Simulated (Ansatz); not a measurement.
Total energies of C$_{2}$H$_{6}$N$_{2}$, SMILES `N/C=C\N`.

```xyz
10

N     0.4885    0.1011    1.4355
C    -0.3693   -0.6140    0.5851
C    -0.4696   -0.3456   -0.7168
N     0.2255    0.7147   -1.3202
H     0.2939   -0.0493    2.4126
H     0.4842    1.0946    1.2388
H    -0.9173   -1.4408    1.0164
H    -1.1422   -0.9170   -1.3422
H     0.2291    0.6643   -2.3265
H     1.1772    0.7921   -0.9827
```

Charge 0, multiplicity 1. The geometry is a stationary point of PBE0-D4/def2-TZVP. It is one conformer, not always the lowest. Basis def2-TZVPP, the Gaussian-basis code of Ansatz.

RPA on PBE orbitals: Hartree–Fock energy of these orbitals -188.13617 Eh, correlation -1.21390 Eh (frozen core).

```tsv
functional	energy without D4 (Eh)	D4 term (kJ/mol)
LDA (SPW92)	-187.74513	–
revPBE	-189.32601	-54.0
r2SCAN	-189.26937	-3.6
B97M-V	-189.36103	–
PBE0	-189.15726	-12.1
r2SCANh	-189.25943	-3.7
r2SCAN0	-189.24539	-4.1
BHLYP	-189.26273	-15.5
B2PLYP	-189.21997	–
PBE-QIDH	-189.12667	–
```

(1) Give the same for PBE, BLYP, B3LYP, HSE06 (plane-wave form), CAM-B3LYP, LC-ωPBE, ωB97X-V, ωB97M-V. (Estimate.)

B3LYP takes the VWN-RPA correlation (the form of Gaussian; ORCA's B3LYP/G). HSE06 is the plane-wave form, built on full-range PBE exchange. The double hybrids freeze the cores in their second-order part.

Answers

(1) Ansatz gave: 
| functional | energy without D4 (Eh) | D4 term (kJ/mol) |
| --- | --- | --- |
| PBE | -189.14379 | -14.6 |
| BLYP | -189.30804 | -33.4 |
| B3LYP | -189.38811 | -23.3 |
| HSE06 (plane-wave form) | -189.14690 | -11.0 |
| CAM-B3LYP | -189.28776 | -11.9 |
| LC-ωPBE | -189.26033 | – |
| ωB97X-V | -189.31921 | – |
| ωB97M-V | -189.29636 | – |

LC-ωPBE has ω = 0.4 bohr⁻¹.
